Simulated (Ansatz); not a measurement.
Geometry optimisation, RHF/def2-SVP in Ansatz.

The input (input.yaml):

```yaml
crystal:
  periodic: [false, false, false]
  atoms:
    - { symbol: Al, position_ang: [-0.980078, 0.111257, 0.887291] }
    - { symbol: H, position_ang: [1.775867, 0.004529, 1.08861] }
    - { symbol: F, position_ang: [1.816733, -0.079026, 0.184223] }
    - { symbol: C, position_ang: [-1.743534, 0.006568, -0.956323] }
    - { symbol: H, position_ang: [-2.265968, -0.944069, -1.127291] }
    - { symbol: H, position_ang: [-2.465447, 0.813453, -1.140904] }
    - { symbol: H, position_ang: [-0.961173, 0.087288, -1.720407] }
basis:
  gaussian: { orbitals: def2-SVP }
hamiltonian:
  xc: hf
relax:
  f_tol: 0.03
  max_steps: 50
output:
  orbitals: {}
```

Run as:

```bash
$ ansatz run input.yaml --threads 1 --pin off --max-ram 2048MiB --backend cpu --events-out ev --progress --plain --runs-dir out
```

Q: Where does it end, and by what steps?

A: It converged. The force dipped under the threshold on the way, but the program's further checks kept it going. After 21 steps the energy has fallen by 0.045 eV; H5 moved furthest, 0.58 Å.

```
step  energy less start (eV)  largest force component (eV/Å)  accepted
   0                  0.0000                           0.248       yes
   1                 -0.0008                           1.668       yes
   2                 -0.0219                           0.927       yes
   3                 -0.0280                           0.479       yes
   4                 -0.0298                           0.465       yes
   5                 -0.0373                           0.240       yes
   6                 -0.0384                           0.087       yes
   7                 -0.0389                           0.043       yes
   8                 -0.0392                           0.009       yes
   9                 -0.0394                           0.060       yes
  10                 -0.0397                           0.040       yes
  11                 -0.0399                           0.146       yes
  12                 -0.0408                           0.066       yes
  13                 -0.0415                           0.012       yes
  14                 -0.0407                           0.251        no
  15                 -0.0424                           0.022       yes
  16                 -0.0424                           0.176       yes
  17                 -0.0435                           0.046       yes
  18                 -0.0441                           0.034       yes
  19                 -0.0368                           0.462        no
  20                 -0.0442                           0.074       yes
  21                 -0.0447                           0.003       yes
```

```xyz
7
Properties=species:S:1:pos:R:3
Al -1.222 0.501 0.980
H 1.977 -0.225 0.886
F 1.401 -0.299 0.194
C -1.677 0.074 -0.922
H -1.686 -1.010 -1.100
H -2.667 0.455 -1.201
H -0.949 0.505 -1.622
```

Time of the run: 20 s on 1 thread of Arm Neoverse V1, with other jobs on the host, peak memory 0.12 GiB.
